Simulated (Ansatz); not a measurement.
# O₂+ (doublet): relaxing a cheap start

Where does this start of O₂+ (doublet) end when it is relaxed?

Method: UKS PBE0/def2-TZVP; program: Ansatz 0.2.0, Gaussian basis.

## 1. The starting structure

2 atoms, charge 1, spin multiplicity 2.

Atoms are counted from 1 here; the program's logs count them from 0.

Bond lengths: O1–O2 1.228 Å.

The start is set by covalent radii. Sticks and bond lists go by distance. 

## 2. Relaxation

File in.yaml:

```yaml
crystal:
  periodic: [false, false, false]
  atoms:
    - {symbol: O, position_ang: [0.000000, 0.000000, 0.000000]}
    - {symbol: O, position_ang: [0.000000, 0.000000, 1.227600]}
basis:
  gaussian: {orbitals: def2-TZVP}
total_charge: 1
magnetization: {spin_polarized: true, initial_magnetization: 1}
hamiltonian: {xc: pbe0}
relax: {f_tol: 0.004, max_steps: 80}
```

The run is started by

```bash
$ ansatz run in.yaml --threads 1 --pin off --events-out ev --progress --plain --max-ram 2176MiB
```

Before running it: what results should come out? Wanted: energy gained; shift from the start; total energy; ⟨S²⟩.

The runs gave:

| quantity | value |
| --- | --- |
| steps | 6 |
| energy gained | 0.813 eV |
| shift from the start (rms) | 0.065 Å |
| total energy | -4075.7431 eV |
| ⟨S²⟩ | 0.753 |

**Reading.** The bonds of the start are those of the end. O1–O2 went from 1.228 to 1.098 Å. No vibrations were run, so this is a stationary point, not a proven minimum, and this spin need not be the ground state's.
